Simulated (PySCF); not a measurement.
# Atomic charges against the basis set

C5H7F.
Geometry (PBE0-D3(BJ)/def2-SVP, Å), atoms numbered from 1 in this order:
```
atom  x, y, z in Å
C1     2.7311   -0.3372   -0.3590
C2     1.5595    0.0267    0.0921
C3     0.3791    0.3829    0.5326
C4    -0.8380    0.5141   -0.3381
C5    -1.9574   -0.4140    0.0786
F6    -1.3016    1.8162   -0.2550
H7     3.4618    0.4031   -0.7018
H8     3.0195   -1.3929   -0.4042
H9     0.2400    0.5958    1.6008
H10   -0.5551    0.3301   -1.3886
H11   -2.2360   -0.2288    1.1270
H12   -2.8433   -0.2437   -0.5507
H13   -1.6471   -1.4641   -0.0210
```

PBE0 throughout (PySCF), one geometry, spherical d and f functions. The structure is a single PBE0-D3(BJ)/def2-SVP conformer in the gas phase; no vibrational or solvent corrections. Atoms taken as equivalent share a column and are averaged. The first 7 of 10 kinds of atom are listed.

Mulliken charges (e):

```
        basis  functions      C1      C2      C3      C4      C5      F6   H7/H8
       STO-3G         37  -0.202  +0.005  -0.125  +0.047  -0.243  -0.114  +0.098
        6-31G         68  -0.472  +0.163  -0.258  +0.124  -0.512  -0.349  +0.193
     pcSseg-0         68  -0.396  -0.131  -0.203  +0.035  -0.647  -0.390  +0.249
       6-31G*         98  -0.571  +0.305  -0.351  +0.215  -0.567  -0.354  +0.201
      cc-pVDZ        119  -0.104  +0.068  -0.209  +0.169  -0.069  -0.245  +0.080
     def2-SVP        119  -0.225  +0.136  -0.206  +0.209  -0.076  -0.280  +0.089
  aug-cc-pVDZ        201  +0.754  -0.480  +0.935  +0.888  +0.194  -0.559  -0.317
6-311+G(2d,p)        204  -0.755  +0.817  -0.374  +0.128  -0.573  -0.249  +0.142
    def2-TZVP        228  -0.305  +0.014  -0.203  +0.177  -0.369  -0.222  +0.154
      cc-pVTZ        278  -0.338  +0.039  -0.155  +0.220  -0.292  -0.229  +0.135
     IGLO-III        280  -0.219  -0.103  -0.030  +0.115  -0.361  -0.263  +0.122
     pcSseg-2        314  -0.109  -0.102  -0.094  +0.324  -0.075  -0.307  +0.086
```

IAO charges (e):

| basis | functions | C1 | C2 | C3 | C4 | C5 | F6 | H7/H8 |
| --- | --- | --- | --- | --- | --- | --- | --- | --- |
| STO-3G | 37 | -0.309 | +0.031 | -0.197 | +0.033 | -0.410 | -0.137 | +0.149 |
| 6-31G | 68 | -0.362 | +0.041 | -0.216 | +0.161 | -0.447 | -0.314 | +0.176 |
| pcSseg-0 | 68 | -0.350 | +0.040 | -0.216 | +0.149 | -0.441 | -0.301 | +0.171 |
| 6-31G* | 98 | -0.353 | +0.039 | -0.212 | +0.193 | -0.428 | -0.321 | +0.170 |
| cc-pVDZ | 119 | -0.359 | +0.041 | -0.215 | +0.194 | -0.428 | -0.323 | +0.172 |
| def2-SVP | 119 | -0.348 | +0.040 | -0.210 | +0.194 | -0.418 | -0.325 | +0.167 |
| aug-cc-pVDZ | 201 | -0.369 | +0.042 | -0.218 | +0.194 | -0.437 | -0.340 | +0.177 |
| 6-311+G(2d,p) | 204 | -0.369 | +0.042 | -0.217 | +0.192 | -0.439 | -0.340 | +0.177 |
| def2-TZVP | 228 | -0.369 | +0.043 | -0.218 | +0.196 | -0.440 | -0.339 | +0.177 |
| cc-pVTZ | 278 | -0.369 | +0.043 | -0.218 | +0.196 | -0.441 | -0.336 | +0.177 |
| IGLO-III | 280 | -0.370 | +0.042 | -0.218 | +0.193 | -0.440 | -0.340 | +0.178 |
| pcSseg-2 | 314 | -0.369 | +0.043 | -0.218 | +0.196 | -0.440 | -0.340 | +0.177 |

Hirshfeld charges (e):

| basis | functions | C1 | C2 | C3 | C4 | C5 | F6 | H7/H8 |
| --- | --- | --- | --- | --- | --- | --- | --- | --- |
| STO-3G | 37 | -0.070 | -0.024 | -0.054 | +0.100 | -0.048 | -0.087 | +0.039 |
| 6-31G | 68 | -0.108 | -0.005 | -0.068 | +0.082 | -0.107 | -0.142 | +0.061 |
| pcSseg-0 | 68 | -0.104 | 0.000 | -0.066 | +0.084 | -0.111 | -0.134 | +0.060 |
| 6-31G* | 98 | -0.109 | -0.005 | -0.068 | +0.077 | -0.107 | -0.130 | +0.060 |
| cc-pVDZ | 119 | -0.111 | +0.003 | -0.070 | +0.068 | -0.119 | -0.115 | +0.059 |
| def2-SVP | 119 | -0.112 | +0.005 | -0.070 | +0.071 | -0.122 | -0.122 | +0.060 |
| aug-cc-pVDZ | 201 | -0.116 | +0.004 | -0.076 | +0.058 | -0.131 | -0.125 | +0.064 |
| 6-311+G(2d,p) | 204 | -0.111 | 0.000 | -0.075 | +0.059 | -0.123 | -0.129 | +0.063 |
| def2-TZVP | 228 | -0.114 | +0.003 | -0.074 | +0.060 | -0.126 | -0.124 | +0.062 |
| cc-pVTZ | 278 | -0.115 | +0.005 | -0.073 | +0.061 | -0.127 | -0.121 | +0.062 |
| IGLO-III | 280 | -0.115 | +0.004 | -0.075 | +0.058 | -0.131 | -0.124 | +0.063 |
| pcSseg-2 | 314 | -0.116 | +0.006 | -0.074 | +0.058 | -0.131 | -0.125 | +0.063 |

Task: Which scheme is steadiest as the basis changes?

Result: Largest range over the bases for any column: Hirshfeld 0.08 e, IAO 0.20 e, Mulliken 1.51 e. Hirshfeld charges move least and Mulliken charges most, counted in e. Without the minimal STO-3G basis the ranges are Hirshfeld 0.03, IAO 0.05, Mulliken 1.51 e.

Task: How much do the charges still move between the two largest bases, IGLO-III and pcSseg-2?

Result: At most, over all atoms: Mulliken 0.286 e, IAO 0.002 e, Hirshfeld 0.002 e.

Task: What do the same runs give for the total energy, the frontier levels and the dipole moment?

Result: 
```
        basis  energy (Eh)  HOMO (eV)  LUMO (eV)  μ (D)
       STO-3G    -290.3916      -5.02       3.30   0.96
        6-31G    -294.1172      -7.56       0.41   2.10
     pcSseg-0    -293.5238      -7.85       0.12   2.15
       6-31G*    -294.1779      -7.46       0.43   1.71
      cc-pVDZ    -294.2020      -7.59       0.25   1.75
     def2-SVP    -293.9698      -7.68       0.17   1.82
  aug-cc-pVDZ    -294.2238      -7.74      -0.17   1.92
6-311+G(2d,p)    -294.2767      -7.76      -0.11   1.96
    def2-TZVP    -294.3023      -7.73       0.04   1.86
      cc-pVTZ    -294.2922      -7.70       0.08   1.80
     IGLO-III    -294.3090      -7.75      -0.05   1.91
     pcSseg-2    -294.3029      -7.76      -0.05   1.93
```

The dipole is fixed by the density alone, so its range of 1.19 D shows that the density itself changes with the basis, not only its division among atoms.
